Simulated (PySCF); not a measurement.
One molecule, a ladder of functionals, a line

Molecule: SMILES Cn1cncn1, C₃H₅N₃.

Mapped SMILES: `[CH3:1][n:2]1[cH:3][n:4][cH:5][n:6]1`. Hydrogens are named by the atom that carries them.

GIAO shieldings (ppm, equivalent atoms averaged) in PySCF 2.14.0 with density-fitted response routines on the PBE0-D3(BJ)/def2-SVP geometry, basis pcSseg-2, gas phase, non-relativistic:

| functional | exact exchange (%) | σ(C1) |
| --- | --- | --- |
| BLYP | 0 | 137.4 |
| BP86 | 0 | 141.6 |
| PBE | 0 | 142.0 |
| B3LYP | 20 | 141.9 |
| PBE0 | 25 | 147.0 |
| BHandHLYP | 50 | 147.6 |
| HF | 100 | 156.2 |

Problem. Fit each shielding as a line in the percentage of exact exchange.

Solution. σ(C1) = 140.4 + 0.16 x (rms 1.8 ppm). The functionals also differ in their semilocal parts, which the line can't hold; Hartree–Fock has no correlation at all.

Problem. What does the line predict for mPW1PW91 (25 %), and what does the run give?

Solution. σ(C1): 144.4 predicted, 146.2 computed ppm.
